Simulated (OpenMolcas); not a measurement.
**Worked example: vertical ionisation energy of C5H10O (cyclopentanol)**

C5H10O has 16 atoms, charge 0, and is taken as a singlet. SMILES: `OC1CCCC1`. Geometry: relaxed at GFN2-xTB. This is one conformer, not always the lowest.

Both states at this one shape; open shells run unrestricted unless said. 1 Eh = 27.2114 eV.

```tsv
level	program	singlet C5H10O (Eh)	doublet C5H10O+ (Eh)	HOMO of the first (eV)
HF/ANO-S-MB	OpenMolcas	-269.521929	-269.114088	-13.34
HF/ANO-S-VDZ	OpenMolcas	-269.922525	-269.577795	-11.71
HF/ANO-S-VDZP	OpenMolcas	-270.076428	-269.740596	-11.47
```

Work out the vertical ionisation energy at each level.


1. HF/ANO-S-MB: -269.114088 − (-269.521929) = 0.407841 Eh = 11.10 eV; −ε(HOMO) = 13.34 eV.
2. HF/ANO-S-VDZ: -269.577795 − (-269.922525) = 0.344730 Eh = 9.38 eV; −ε(HOMO) = 11.71 eV.
3. HF/ANO-S-VDZP: -269.740596 − (-270.076428) = 0.335832 Eh = 9.14 eV; −ε(HOMO) = 11.47 eV.

No measured value is set beside it here; the levels span 9.14 to 11.10 eV. In Hartree–Fock, −ε(HOMO) (Koopmans) exceeds the difference of totals by the orbital relaxation of the ion. Minimal sets are far from the basis-set limit.
